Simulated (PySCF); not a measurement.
**Silicon: highly charged ions in a basis for the neutral atom**

Si⁶⁺ [He] 2s2 2p4, Si⁷⁺ [He] 2s2 2p3. Calculation: PySCF 2.14, in cc-pVDZ-DK; the spin-free X2C one-electron Hamiltonian (Gaussian nucleus). No spin-orbit coupling, so a gap to NIST mixes the basis error with missing relativistic terms.

Changed run: basis of the neutral atom used for a highly charged ion. This setting is unsound on purpose.

| species | method | sound run (hartree) | changed run (hartree) | converged |
| --- | --- | --- | --- | --- |
| Si⁶⁺ | UHF | not run | -271.92607 | yes |
| Si⁶⁺ | BP86 | not run | -272.23228 | yes |
| Si⁶⁺ | MN15 | not run | -272.20021 | yes |
| Si⁷⁺ | UHF | not run | -262.67245 | yes |
| Si⁷⁺ | BP86 | not run | -262.89169 | yes |
| Si⁷⁺ | MN15 | not run | -262.87775 | yes |

Ionisation energy of Si⁶⁺:

```csv
method,changed run (eV),NIST (eV)
UHF,251.80,246.57 ± 0.05
BP86,254.17,246.57 ± 0.05
MN15,253.68,246.57 ± 0.05
```

The contracted functions were made for the neutral atom and can be too rigid for a highly charged ion.
